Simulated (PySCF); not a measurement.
Compound: CH₆NSi (doublet state).
Atom-mapped SMILES: `[CH2:1][NH:2][SiH3:3]` (hydrogens: H4, H5 on C1; H6 on N2; H7, H8, H9 on Si3)

Geometry (GFN2-xTB, Å), atoms numbered from 1 in this order:
```
atom  x, y, z in Å
C1     1.4781   -0.3874   -0.0906
N2     0.3999    0.2401    0.4693
Si3   -1.2482    0.1458   -0.0486
H4     1.3357   -0.9235   -1.0047
H5     2.4602   -0.2103    0.2969
H6     0.6252    0.7449    1.3120
H7    -1.7540   -1.2331    0.0076
H8    -1.3492    0.6092   -1.4378
H9    -1.9342    1.0203    0.8979
```

The hyperfine couplings belong to this conformer and change with its torsions.

Method used: UKS B3LYP, pcH-1 on C H N Si, non-relativistic, mean-field spin-orbit, GIAO (PySCF). The structure is a single GFN2-xTB conformer in the gas phase; no vibrational or solvent corrections. A GFN2-xTB geometry isn't a minimum of the functional, and hyperfine couplings can be far from their values at a DFT geometry. Stability of the SCF solution: not tested.

Principal values of hyperfine tensors in MHz (contact, dipolar and spin–orbit terms together), for some of the nuclei:

```tsv
atom	isotope	A1	A2	A3
C1	13C	4.91	5.71	215.08
H5	1H	-89.97	-54.08	-21.94
H4	1H	-89.44	-54.12	-21.70
H7	1H	17.36	17.73	23.76
H6	1H	-25.43	-18.90	3.64
Si3	29Si	4.58	9.86	10.14
H9	1H	-6.63	-5.32	0.62
N2	14N	-7.62	-6.90	24.48
```

**Question.** Give the isotropic coupling of each nucleus in MHz and in mT (g = 2.0028), and the anisotropic part.

**Answer.** a_iso = (A1 + A2 + A3)/3, Ti = Ai − a_iso; 1 mT corresponds to 28.032 MHz. The tensors hold a spin–orbit part: the run splits a_iso into a_FC + a_SO, and T includes its anisotropic share.

```csv
atom,a_iso (MHz),a_FC,a_SO,a_iso (mT),T1,T2,T3
C1,75.24,75.32,-0.08,2.684,-70.32,-69.52,139.85
H5,-55.33,-55.35,0.02,-1.974,-34.64,1.25,33.39
H4,-55.09,-55.10,0.01,-1.965,-34.35,0.96,33.39
H7,19.62,19.62,0.00,0.700,-2.26,-1.89,4.15
H6,-13.56,-13.58,0.01,-0.484,-11.87,-5.34,17.21
Si3,8.19,8.17,0.03,0.292,-3.61,1.66,1.95
H9,-3.78,-3.78,0.00,-0.135,-2.85,-1.54,4.39
N2,3.32,3.35,-0.03,0.118,-10.94,-10.22,21.16
```

**Question.** What spin density at the nucleus of C1 lies behind its contact coupling (g_N = 1.40482)?

**Answer.** a_FC = (2μ0/3) gₑ μB g_N μN ρ(0)/(2S·h) = 800.24 MHz × g_N × ρ(0)/(2S), with ρ in bohr⁻³. With a_FC = 75.32 MHz and 2S = 1, ρ(0) = 0.067 bohr⁻³.

**Question.** H8 (1H, g_N = 5.58569) isn't in the table. Its spin density at the nucleus is 0.0036 bohr⁻³. What is its contact coupling?

**Answer.** By the same relation, a_FC = 16.09 MHz. Its full tensor has the principal values 13.85, 14.12, 20.30 MHz.

**Question.** Name the largest traceless tensor T of the table and describe it.

**Answer.** C1: -70.3, -69.5, 139.8 MHz, axial, in the ratio −1:−1:+2, the form that spin in one p orbital centred on that nucleus gives.

**Question.** In a single crystal, with the field along each principal axis of the tensor of H5 in turn, what first-order splitting does this nucleus give (isotropic g, quadrupole terms neglected)?

**Answer.** 2 lines (I = 1/2), spaced by |A_i|/(g × 13.996): 3.21, 1.93, 0.78 mT along the axes of A1, A2 and A3.
